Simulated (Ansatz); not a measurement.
Geometry optimisation, RKS BLYP-D4/def2-SVP in Ansatz 0.2.0.

Input:

```yaml
crystal:
  periodic: [false, false, false]
  atoms:
    - { symbol: B, position_ang: [0.263183, 0.0, 0.151967] }
    - { symbol: H, position_ang: [0.38012, 0.0, 1.325009] }
    - { symbol: H, position_ang: [1.337557, 0.0, -0.333239] }
    - { symbol: F, position_ang: [-0.88096, 0.0, -0.508637] }
basis:
  gaussian: { orbitals: def2-SVP }
hamiltonian:
  xc: blyp
  dispersion: d4
relax:
  f_tol: 0.03
  max_steps: 50
```

Run as:

```bash
$ ansatz run input.yaml --threads 1 --pin off --max-ram 2048MiB --backend cpu --events-out ev --progress --plain --runs-dir out
```

**Question.** Where does it end, and by what steps?

**Answer.** The run converged. After 5 steps the energy has fallen by 0.187 eV; H2 moved furthest, 0.13 Å.

```
step  energy less start (eV)  largest force component (eV/Å)  accepted
   0                  0.0000                           1.274       yes
   1                 -0.1681                           0.510       yes
   2                  0.0439                           3.497        no
   3                 -0.1872                           0.063       yes
   4                 -0.1873                           0.076       yes
   5                 -0.1874                           0.003       yes
```

```xyz
4
Properties=species:S:1:pos:R:3
B 0.318 0.000 0.184
H 0.269 0.000 1.398
H 1.345 0.000 -0.465
F -0.833 0.000 -0.481
```

Whether the end is a true minimum wasn't checked by a vibrational analysis.

Run time: 3.2 s on 1 thread of Arm Neoverse V2, on a shared host, peak memory 0.095 GiB.
